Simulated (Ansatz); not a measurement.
What does this script print? It uses the Python package of Ansatz (0.2.0).

Script `bend.py`:
```python
"""Bending curve of BH4O(-)."""

import logging
import sys

import ansatz as az
from ase import Atoms

logging.basicConfig(stream=sys.stdout, format="%(levelname)s %(message)s")
log = logging.getLogger("bh4o")
log.setLevel(logging.INFO)

atoms = Atoms(["B", "O", "H", "H", "H", "H"], positions=[
    [-0.3682, 0.0013, -0.0155],
    [0.9809, -0.4455, -0.4005],
    [-0.4886, 1.1676, -0.2345],
    [-1.1771, -0.5984, -0.6517],
    [-0.5515, -0.2102, 1.144],
    [1.6045, 0.0851, 0.1583],
])

# relax first, so that the scan starts from a minimum
first = az.Crystal.molecule_from_ase(atoms).calculation()
first = first.basis(gaussian="def2-SVP")
first = first.functional("R2SCAN0").charge(-1)
first = first.relax(force_tolerance=0.02, max_steps=80)
atoms.positions = first.run().report["positions_ang"]

rows = []
for angle in [85, 95, 105, 115, 125, 140, 160]:
    bent = atoms.copy()
    bent.set_angle(0, 1, 5, angle, indices=[5])
    setup = (
        az.Crystal.molecule_from_ase(bent).calculation()
        .basis(gaussian="def2-SVP")
        .functional("R2SCAN0")
        .charge(-1)
    )
    rows.append((angle, setup.run().report["free_energy_ev"]))
floor = min(e for _, e in rows)
for angle, e in rows:
    log.info(f"angle B0-O1-H5 = {angle:3d} deg   {1000 * (e - floor):9.1f} meV")
```

```console
$ python bend.py
INFO angle B0-O1-H5 =  85 deg       251.5 meV
INFO angle B0-O1-H5 =  95 deg        64.7 meV
INFO angle B0-O1-H5 = 105 deg         0.0 meV
INFO angle B0-O1-H5 = 115 deg        40.6 meV
INFO angle B0-O1-H5 = 125 deg       164.1 meV
INFO angle B0-O1-H5 = 140 deg       444.7 meV
INFO angle B0-O1-H5 = 160 deg       831.7 meV
```

Caveats:
- These settings explore the input space; basis and method may be short of convergence.
- The scan is rigid, and the energies are electronic, in a modest basis. The zero is the lowest point of the grid, which needn't be the minimum.
- Anions want diffuse functions, which this basis lacks.
- Wall time of the script: 16 s on 1 thread of Arm Neoverse V2, with other jobs on the host, peak memory 0.19 GiB.
